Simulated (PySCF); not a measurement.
## How the functional moves excitation energies

Compound: C3H4F2S.
InChI=1S/C3H4F2S/c4-3(5)1-6-2-3/h1-2H2

Linear-response calculations in the def2-SVPD basis (PySCF; singlets by full response, triplets Tamm–Dancoff, core orbitals frozen in the response; HF means time-dependent Hartree–Fock). 'Strongest' is the level of largest summed f among the singlets computed (10 roots, of which the last may lack a degenerate partner); it can jump between rows when another state enters that window. S1 is the lowest singlet of each run and needn't be the same state throughout; f(S1) is that of one state. One conformer (not necessarily the lowest) at the PBE0-D3(BJ)/def2-SVP geometry, without solvent, vibrations or thermal averaging.

| functional | kind | S1 (eV) | f(S1) | strongest (eV) | T1 (eV) | HOMO (eV) | gap (eV) | ionisation energy, ΔSCF (eV) |
| --- | --- | --- | --- | --- | --- | --- | --- | --- |
| LDA | LDA | 4.62 | 0.000 | 7.61 | 4.22 | -5.82 | 4.42 | 9.34 |
| PBE | GGA | 4.66 | 0.000 | 6.14 | 4.18 | -5.74 | 4.49 | 9.17 |
| B3LYP | global hybrid, 20% exact exchange | 4.80 | 0.000 | 7.75 | 4.32 | -6.77 | 6.20 | 9.32 |
| BHandHLYP | global hybrid, 50% exact exchange | 5.00 | 0.000 | 8.78 | 4.48 | -8.14 | 8.66 | 9.25 |
| CAM-B3LYP | range-separated hybrid | 4.85 | 0.000 | 8.55 | 4.35 | -8.36 | 8.99 | 9.37 |
| wB97X-D | range-separated hybrid | 4.90 | 0.000 | 8.64 | 4.45 | -8.86 | 10.26 | 9.37 |
| LC-wPBE | range-separated hybrid | 4.95 | 0.000 | 8.99 | 4.38 | -9.75 | 11.46 | 9.42 |
| HF | Hartree–Fock | 5.31 | 0.000 | 9.56 | 4.66 | -9.89 | 12.09 | not settled |

What does PBE0 (global hybrid, 25% exact exchange) give?

S1 (eV) 4.88, f(S1) 0.000, strongest (eV) 8.32, T1 (eV) 4.34, HOMO (eV) -6.99, gap (eV) 6.68, ionisation energy, ΔSCF (eV) 9.28. S1 runs from 4.62 eV (LDA) to 5.31 eV (HF), a spread of 0.69 eV, while the orbital gap spreads over 7.7 eV. Along PBE (0%), B3LYP (20%), PBE0 (25%), BHandHLYP (50%), HF (100%) S1 rises with the share of exact exchange. −ε(HOMO) comes closest to its own ΔSCF ionisation energy with LC-wPBE (+0.33 eV) and misses most with LDA (-3.52 eV). 'Not settled' means that the ion's SCF failed to converge or may have ended in another state than the lowest.
